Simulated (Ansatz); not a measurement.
Born–Oppenheimer molecular dynamics of AlFH₅P (8 atoms, charge 0, multiplicity 1). It starts at the highest image of a converged band, a first-order saddle point between two minima.

All numbers below come from Ansatz, RKS revPBE-D4/def2-SVP.

```json
{"ensemble": "NVE (velocity Verlet)", "time step": "0.5 fs", "steps asked": "200", "starting velocities drawn for": "300 K", "seed": "4988"}
```

Frames 2.5 fs apart, positions in Å, forces in eV/Å.

Velocities at 0 fs (Å/ps):

```
Al 3.78 1.25 -0.95
F -0.30 -4.04 0.09
H -15.53 4.75 -26.62
H -23.89 -19.13 21.76
P -1.55 1.92 0.94
H -8.39 -14.17 -2.82
H 9.76 21.93 6.36
H -9.71 -9.75 -4.02
```

```xyz
8
Properties=species:S:1:pos:R:3:forces:R:3 time_fs=0 energy_less_start_eV=0.000 T=300
Al 0.091 -0.371 -0.018 0.00 0.00 -0.01
F -0.113 0.076 1.863 0.00 0.00 0.01
H 1.521 0.146 -0.498 0.00 0.00 0.00
H -1.302 -0.096 -0.744 0.00 0.00 0.00
P 0.189 -2.657 1.089 0.00 0.00 0.02
H -0.784 -3.028 0.106 0.00 0.00 -0.01
H 1.380 -2.837 0.316 0.01 0.00 -0.01
H -0.023 -1.032 1.877 0.00 0.00 0.00
8
Properties=species:S:1:pos:R:3:forces:R:3 time_fs=2.5 energy_less_start_eV=0.024 T=269
Al 0.100 -0.368 -0.021 -0.69 -0.04 0.03
F -0.114 0.066 1.863 0.06 0.08 -0.05
H 1.484 0.158 -0.565 0.20 0.06 -0.02
H -1.359 -0.144 -0.689 0.31 0.00 0.06
P 0.185 -2.652 1.092 -0.09 -0.22 -0.30
H -0.801 -3.061 0.102 0.37 0.17 0.26
H 1.402 -2.783 0.332 -0.18 -0.05 0.05
H -0.047 -1.056 1.867 0.02 0.00 -0.02
8
Properties=species:S:1:pos:R:3:forces:R:3 time_fs=5 energy_less_start_eV=0.059 T=224
Al 0.108 -0.365 -0.023 -1.03 -0.05 0.10
F -0.115 0.056 1.863 0.13 0.16 -0.12
H 1.459 0.174 -0.632 0.22 0.06 0.02
H -1.398 -0.191 -0.631 0.46 0.04 0.02
P 0.180 -2.648 1.093 0.03 -0.29 -0.22
H -0.797 -3.086 0.112 0.40 0.21 0.20
H 1.415 -2.732 0.351 -0.23 -0.11 0.04
H -0.070 -1.081 1.855 0.04 -0.02 -0.04
8
Properties=species:S:1:pos:R:3:forces:R:3 time_fs=7.5 energy_less_start_eV=0.087 T=188
Al 0.113 -0.362 -0.025 -0.95 0.01 0.19
F -0.115 0.046 1.863 0.19 0.25 -0.20
H 1.445 0.194 -0.698 0.06 -0.02 0.14
H -1.411 -0.236 -0.572 0.38 0.10 -0.10
P 0.176 -2.644 1.095 0.30 -0.22 0.24
H -0.772 -3.098 0.131 0.06 0.08 -0.17
H 1.415 -2.687 0.372 -0.09 -0.16 -0.05
H -0.091 -1.107 1.841 0.05 -0.04 -0.04
8
Properties=species:S:1:pos:R:3:forces:R:3 time_fs=10 energy_less_start_eV=0.132 T=130
Al 0.117 -0.360 -0.027 -0.63 0.10 0.30
F -0.114 0.038 1.862 0.24 0.34 -0.28
H 1.435 0.211 -0.755 -0.11 -0.12 0.27
H -1.401 -0.275 -0.520 0.10 0.15 -0.28
P 0.173 -2.640 1.097 0.50 -0.21 0.67
H -0.743 -3.106 0.141 -0.27 -0.05 -0.51
H 1.409 -2.653 0.390 0.11 -0.17 -0.13
H -0.109 -1.134 1.825 0.06 -0.05 -0.04
8
Properties=species:S:1:pos:R:3:forces:R:3 time_fs=12.5 energy_less_start_eV=0.165 T=88
Al 0.118 -0.356 -0.028 -0.36 0.18 0.46
F -0.113 0.031 1.860 0.29 0.43 -0.37
H 1.419 0.222 -0.796 -0.15 -0.16 0.34
H -1.387 -0.305 -0.484 -0.22 0.18 -0.43
P 0.171 -2.638 1.100 0.41 -0.51 0.53
H -0.727 -3.115 0.122 -0.18 0.05 -0.37
H 1.410 -2.628 0.400 0.15 -0.14 -0.12
H -0.123 -1.165 1.806 0.06 -0.03 -0.04
8
Properties=species:S:1:pos:R:3:forces:R:3 time_fs=15 energy_less_start_eV=0.177 T=73
Al 0.119 -0.353 -0.028 -0.45 0.23 0.62
F -0.111 0.025 1.857 0.32 0.53 -0.46
H 1.395 0.224 -0.817 -0.03 -0.13 0.30
H -1.384 -0.324 -0.473 -0.30 0.18 -0.46
P 0.169 -2.636 1.104 0.24 -1.03 -0.04
H -0.721 -3.121 0.082 0.16 0.28 0.08
H 1.418 -2.612 0.404 0.01 -0.08 0.00
H -0.133 -1.198 1.784 0.05 0.03 -0.03
8
Properties=species:S:1:pos:R:3:forces:R:3 time_fs=17.5 energy_less_start_eV=0.172 T=78
Al 0.120 -0.349 -0.026 -0.89 0.24 0.74
F -0.108 0.020 1.852 0.33 0.65 -0.56
H 1.370 0.219 -0.820 0.20 -0.04 0.19
H -1.397 -0.333 -0.489 -0.07 0.15 -0.37
P 0.168 -2.636 1.108 0.24 -1.45 -0.43
H -0.707 -3.111 0.046 0.29 0.40 0.33
H 1.427 -2.601 0.408 -0.13 -0.01 0.11
H -0.140 -1.229 1.760 0.03 0.08 -0.01
8
Properties=species:S:1:pos:R:3:forces:R:3 time_fs=20 energy_less_start_eV=0.141 T=118
Al 0.118 -0.344 -0.023 -1.33 0.26 0.76
F -0.103 0.018 1.846 0.31 0.79 -0.65
H 1.357 0.211 -0.813 0.38 0.02 0.08
H -1.414 -0.333 -0.527 0.25 0.11 -0.22
P 0.167 -2.639 1.111 0.39 -1.63 -0.32
H -0.677 -3.077 0.028 0.09 0.31 0.18
H 1.428 -2.590 0.418 -0.10 0.05 0.13
H -0.146 -1.255 1.736 0.01 0.08 0.04
8
Properties=species:S:1:pos:R:3:forces:R:3 time_fs=22.5 energy_less_start_eV=0.093 T=181
Al 0.113 -0.339 -0.018 -1.38 0.36 0.65
F -0.098 0.018 1.838 0.27 0.94 -0.70
H 1.365 0.204 -0.800 0.36 0.00 0.09
H -1.417 -0.326 -0.579 0.42 0.08 -0.08
P 0.167 -2.645 1.113 0.53 -1.65 0.15
H -0.642 -3.025 0.018 -0.27 0.13 -0.24
H 1.425 -2.577 0.436 0.07 0.11 0.05
H -0.150 -1.277 1.715 0.01 0.02 0.07
8
Properties=species:S:1:pos:R:3:forces:R:3 time_fs=25 energy_less_start_eV=0.018 T=277
Al 0.105 -0.333 -0.012 -0.99 0.53 0.49
F -0.092 0.021 1.827 0.20 1.08 -0.71
H 1.394 0.197 -0.780 0.15 -0.09 0.20
H -1.396 -0.314 -0.635 0.36 0.05 0.00
P 0.168 -2.654 1.116 0.44 -1.72 0.37
H -0.623 -2.965 -0.004 -0.38 0.07 -0.39
H 1.425 -2.557 0.456 0.20 0.16 -0.03
H -0.154 -1.298 1.697 0.02 -0.08 0.09
8
Properties=species:S:1:pos:R:3:forces:R:3 time_fs=27.5 energy_less_start_eV=-0.085 T=410
Al 0.095 -0.326 -0.005 -0.37 0.69 0.40
F -0.086 0.028 1.815 0.12 1.19 -0.70
H 1.432 0.184 -0.749 -0.08 -0.18 0.29
H -1.354 -0.300 -0.692 0.12 0.02 -0.01
P 0.170 -2.667 1.120 0.16 -1.90 -0.02
H -0.624 -2.900 -0.046 -0.07 0.15 -0.01
H 1.436 -2.527 0.475 0.10 0.19 -0.03
H -0.157 -1.323 1.684 0.03 -0.17 0.09
```

Of the whole run (100 fs, mean temperature of the second half 1317 K): The conserved energy stayed within 0.031 meV per atom of its start (net change 0.015 meV per atom), so the integration is sound. The kinetic energy rose, since the run started high on the potential surface and went downhill. It ends in pieces (AlFH2 + H3P), so much of that is their flight and rotation, not heat. A run of 0.1 ps of so small a system gives no equilibrium averages. The orbitals stay closed-shell, which can raise the energy where a bond breaks towards radicals; this wasn't checked here.

Run time: 5.2 min on 1 thread of Arm Neoverse V2, with other jobs on the host, peak memory 0.15 GiB.
